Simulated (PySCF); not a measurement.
Cyanoacetic acid, C3H3NO2.
Atom-mapped SMILES: `[N:1]#[C:2][CH2:3][C:4](=[O:5])[OH:6]`

Lines to be assigned: C 1s: 292.77 (area 1), 293.24 (area 1), 295.95 (area 1) eV; N 1s: 405.49 eV; O 1s: 538.77 (area 1), 540.98 (area 1) eV.

Method used: delta-SCF UKS SCAN, pcX-2 on the ionised atom, pcseg-1 elsewhere, spin-free X2C in PySCF 2.14.0. Geometry: PBE0-D3(BJ)/def2-SVP, one conformer, isolated molecule.

Task: Assign the C 1s lines to atoms.

Result: 292.77 eV: C2 (nitrile carbon); 293.24 eV: C3 (sp3 carbon next to a carbonyl); 295.95 eV: C4 (carboxylic acid carbon). Lowest listed C 1s: C2, bonded to N (triple bond) and C. Highest, 3.18 eV above it: C4, bonded to O (double bond), O and C. Summing the Pauling electronegativity differences to the bonded atoms, each weighted by its formal bond order, gives +1.47 for the lowest site and +2.67 for the highest; no listed site has a larger sum than the highest. The smallest sum, -0.70, belongs to C3, 0.47 eV above the lowest.

Task: Order the oxygen atoms by O 1s binding energy.

Result: 538.77 eV: O5 (acid carbonyl oxygen); 540.98 eV: O6 (acid hydroxyl oxygen). Lowest listed O 1s: O5, bonded to C (double bond). Highest, 2.21 eV above it: O6, bonded to C and H.

Bonded neighbours of each site: N1: C (triple bond); C2: N (triple bond) and C; C3: 2 C and 2 H; C4: O (double bond), O and C; O5: C (double bond); O6: C and H.

Task: Express the binding energy of N 1s of N1 in atomic units and per mole.

Result: 405.49 eV = 14.9015 Eh = 39124 kJ/mol.

Shape of the structure used: `[N:1]#[C:2][CH2:3][C:4](=[O:5])[OH:6]`: C2–C3–C4–O5 173°, H–O6–C4–C3 -179°.
